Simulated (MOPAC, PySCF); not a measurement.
H$_{4}$Si, SMILES `[SiH4]`, neutral singlet in the gas phase. 

Cartesian coordinates (Å):
```xyz
5

Si     0.0000     0.0000     0.0000
H     -0.2299    -1.0935    -0.9665
H     -0.6573     1.2314    -0.4841
H      1.4515     0.2382     0.1381
H     -0.5644    -0.3761     1.3125
```
Charge 0, spin multiplicity 1.

All levels are single points at this geometry (CAM-B3LYP-D3(BJ)/def2-TZVP); Pople sets use spherical d functions. Orbital energies aren't observables, and empty levels follow the basis.

```json
[
 {"level": "CAM-B3LYP-D3(BJ)/def2-TZVP in PySCF", "HOMO (eV)": "-11.33", "LUMO (eV)": "2.05", "gap (eV)": "13.37", "dipole (D)": "0.00", "vertical IE, Delta-SCF (eV)": "12.74"},
 {"level": "PBE-D3(BJ)/def2-TZVP in PySCF", "HOMO (eV)": "-8.52", "LUMO (eV)": "0.26", "gap (eV)": "8.78", "dipole (D)": "0.00", "vertical IE, Delta-SCF (eV)": "–"},
 {"level": "TPSSh-D3(BJ)/def2-TZVP in PySCF", "HOMO (eV)": "-9.30", "LUMO (eV)": "0.80", "gap (eV)": "10.11", "dipole (D)": "0.00", "vertical IE, Delta-SCF (eV)": "12.44"},
 {"level": "B3LYP/3-21G in PySCF", "HOMO (eV)": "-9.73", "LUMO (eV)": "1.76", "gap (eV)": "11.50", "dipole (D)": "0.00", "vertical IE, Delta-SCF (eV)": "–"},
 {"level": "B3LYP/6-31G* in PySCF", "HOMO (eV)": "-9.62", "LUMO (eV)": "1.42", "gap (eV)": "11.04", "dipole (D)": "0.00", "vertical IE, Delta-SCF (eV)": "12.51"},
 {"level": "M06-2X/6-31G* in PySCF", "HOMO (eV)": "-11.07", "LUMO (eV)": "2.39", "gap (eV)": "13.46", "dipole (D)": "0.00", "vertical IE, Delta-SCF (eV)": "–"},
 {"level": "PBE/6-31G* in PySCF", "HOMO (eV)": "-8.49", "LUMO (eV)": "0.78", "gap (eV)": "9.26", "dipole (D)": "0.00", "vertical IE, Delta-SCF (eV)": "12.19"},
 {"level": "SVWN5/6-31G* in PySCF", "HOMO (eV)": "-8.48", "LUMO (eV)": "0.65", "gap (eV)": "9.13", "dipole (D)": "0.00", "vertical IE, Delta-SCF (eV)": "–"},
 {"level": "HF/6-31G* in PySCF", "HOMO (eV)": "-13.22", "LUMO (eV)": "4.57", "gap (eV)": "17.79", "dipole (D)": "0.00", "vertical IE, Delta-SCF (eV)": "12.08"},
 {"level": "HF/STO-3G in PySCF", "HOMO (eV)": "-11.48", "LUMO (eV)": "14.24", "gap (eV)": "25.72", "dipole (D)": "0.00", "vertical IE, Delta-SCF (eV)": "–"},
 {"level": "AM1 in MOPAC", "HOMO (eV)": "-12.31", "LUMO (eV)": "1.60", "gap (eV)": "13.91", "dipole (D)": "0.00", "vertical IE, Delta-SCF (eV)": "–"},
 {"level": "PM3 in MOPAC", "HOMO (eV)": "-11.80", "LUMO (eV)": "0.65", "gap (eV)": "12.45", "dipole (D)": "0.00", "vertical IE, Delta-SCF (eV)": "–"},
 {"level": "PM6 in MOPAC", "HOMO (eV)": "-11.77", "LUMO (eV)": "0.85", "gap (eV)": "12.62", "dipole (D)": "0.00", "vertical IE, Delta-SCF (eV)": "–"}
]
```
